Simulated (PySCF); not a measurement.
Species: CH₄O₃S.
Structure used (PBE0-D3(BJ)/def2-SVP), in Å, numbered top down from 1:
```xyz
9
CH4O3S angstrom
C     -1.1440   -0.3457   -0.0932
S      0.6206   -0.4918   -0.0947
O      1.0256   -1.1646   -1.3067
O      1.0695   -0.9326    1.2149
O      1.0380    1.0764   -0.2258
H     -1.4489    0.2542    0.7723
H     -1.4547    0.1187   -1.0367
H     -1.5401   -1.3668   -0.0174
H      1.5369    1.2954    0.5767
```

Computed with PySCF at B3LYP/def2-SVPD, non-relativistic, on one gas-phase PBE0-D3(BJ)/def2-SVP geometry that isn't relaxed in the solvent. The solvent is an IEF-PCM continuum (van der Waals radii × 1.2). The model holds no explicit solvent molecules, cavitation or dispersion.

Gas phase at B3LYP/def2-SVPD: HOMO -8.94 eV, LUMO -0.47 eV, dipole 3.71 D.

**Question.** What does the continuum do to the energy, the frontier levels and the dipole at B3LYP/def2-SVPD in chloroform and tetrahydrofuran?

**Answer.** 
```tsv
solvent	ε	E(solvent) − E(gas) (kJ/mol)	polarisation term (kJ/mol)	distortion of the solute (kJ/mol)	HOMO (eV)	LUMO (eV)	dipole (D)
chloroform	4.711	-33.16	-37.12	3.96	-9.02	-0.17	4.46
tetrahydrofuran	7.426	-37.98	-43.21	5.23	-9.03	-0.14	4.58
```

The polarisation term is half the interaction of the solute with the surface charges that it induces; the rest is the cost of distorting the solute's density. The sum is the electrostatic part of solvation alone. From chloroform to tetrahydrofuran the lowering changes by a factor 1.15, Onsager's factor (ε − 1)/(2ε + 1) by 1.14 and ε itself by 1.6.

**Question.** Which radius a makes the point-dipole formula ΔE = −[(ε − 1)/(2ε + 1)]·μ²/a³ give the value in tetrahydrofuran, with the gas-phase dipole?

**Answer.** μ = 1.460 au and |ΔE| = 0.01447 Eh give a = 2.07 Å; the farthest nucleus lies 2.23 Å from the centroid of the nuclei, so such a sphere wouldn't even hold the nuclei. The formula assumes a rigid point dipole at the centre of a sphere.

**Question.** Give the dipole vector in the frame of the coordinates (D, pointing from negative to positive charge), gas and tetrahydrofuran.

**Answer.** Gas (-2.79, 2.22, 1.04), solvent (-3.42, 2.74, 1.31). Its length changes by +23 % and its direction by less than 1°.

**Question.** How does the static polarisability (B3LYP/def2-SVPD, frozen core, with the continuum's full static response) change?

**Answer.** 
```
         medium  isotropic (au)  principal values (au)  ⟨r²⟩ of the electrons (bohr²)
            gas            45.1       42.8, 45.1, 47.4                          414.5
     chloroform            54.3       51.9, 54.6, 56.4                          414.4
tetrahydrofuran            55.9       53.5, 56.2, 57.9                          414.4
```

The isotropic value in tetrahydrofuran is 1.24 times the gas-phase one; no cavity-field correction is applied. ⟨r²⟩ is taken about the centre of nuclear charge.

Rough CPU time on one thread of a shared machine: about 27 s. This is the whole response run at B3LYP/def2-SVPD in tetrahydrofuran, SCF included.
